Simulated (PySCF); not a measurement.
All of these have the formula [C6H9]+. Level of theory: TDDFT B3LYP/def2-SVPD, vertical, gas phase, core orbitals frozen in the response in PySCF. Geometries: PBE0-D3(BJ)/def2-SVP; one conformer of each isolated species. Ions are computed without counter-ions or solvent.

A. `C[C@H]1[CH+]C=CC1`
B. `CCc1c[c+]1C`
C. `CC([c+]1cc1)C`

Lowest singlet levels (six at most, fewer where fewer were computed) with oscillator strengths:

1. 207 nm (f 0.001); 206 nm (f 0.000); 203 nm (f 0.004); 197 nm (f 0.043); 194 nm (f 0.001); 188 nm (f 0.036)
2. 192 nm (f 0.001); 190 nm (f 0.000); 185 nm (f 0.002); 184 nm (f 0.017); 181 nm (f 0.081); 179 nm (f 0.001)
3. 271 nm (f 0.013); 262 nm (f 0.010); 244 nm (f 0.139); 214 nm (f 0.083); 207 nm (f 0.001); 198 nm (f 0.004)

Question: Which spectrum belongs to which structure?

Answer: 1 = C, 2 = B, 3 = A.
- A: S1 at 4.58 eV, HOMO-2→LUMO (70%), HOMO→LUMO (26%); Löwdin shares by element: HOMO carbon 70% or more (atoms not listed hold the other 30%); LUMO carbon 79% or more (atoms not listed hold the other 21%); HOMO -14.02 and LUMO -8.82 eV.
- B: S1 at 6.46 eV, HOMO-1→LUMO (52%), HOMO-2→LUMO (24%), HOMO-2→LUMO+1 (10%); Löwdin shares by element: HOMO carbon 49% or more, hydrogen 25% or more (atoms not listed hold the other 26%); LUMO carbon 84% or more, hydrogen 7% or more; HOMO -14.09 and LUMO -6.62 eV.
- C: S1 at 6.00 eV, HOMO→LUMO (90%); Löwdin shares by element: HOMO carbon 53% or more, hydrogen 12% or more (atoms not listed hold the other 35%); LUMO carbon 90% or more, hydrogen 5% or more; HOMO -14.03 and LUMO -7.20 eV; point group Cs, 1 of its 6 listed states under f = 0.0005.
